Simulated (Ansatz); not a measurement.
Reaction: C2H6NO+ (SMILES C(=O)(C)[NH3+]) → C2H6NO+ (SMILES CC(N)=[OH+])
Each species at its own B3LYP-D3(BJ)/def2-TZVP minimum (Ansatz, a program for electronic structure), one conformer.

Property: isomerisation energy (electronic), in kJ/mol. UHF or UKS for unpaired electrons; spin-orbit terms are left out. CBS(X,Y): correlation extrapolated as X^-3, Hartree-Fock from the larger set. A bracket is a step between two methods taken in the basis named. Functionals run without relativity, which enters their misses. '+ core + X2C': CCSD(T) terms for core correlation (cc-pwCVTZ) and scalar relativity (cc-pVTZ-DK).

CCSD(T)/CBS(cc-pVTZ,cc-pVQZ) + [CCSDT(Q) - CCSD(T)]/cc-pVDZ + core + X2C (Ansatz) gives -59.1 kJ/mol.

Question: How far off this value is PBE/def2-TZVPD (Ansatz), in which direction, and which of these levels come nearer: r2SCAN/def2-TZVPD, PBE0/def2-TZVPD, wB97M-V/def2-TZVPD, CCSD(T)/CBS(cc-pVTZ,cc-pVQZ) + core + X2C?

Answer: PBE gives -57.5 kJ/mol, 1.6 kJ/mol above it. Differences of the others: r2SCAN/def2-TZVPD (Ansatz) -3.1; PBE0/def2-TZVPD (Ansatz) -9.2; wB97M-V/def2-TZVPD (Ansatz) -6.2; CCSD(T)/CBS(cc-pVTZ,cc-pVQZ) + core + X2C (Ansatz) -0.8 kJ/mol. Nearer than PBE: CCSD(T)/CBS(cc-pVTZ,cc-pVQZ) + core + X2C.
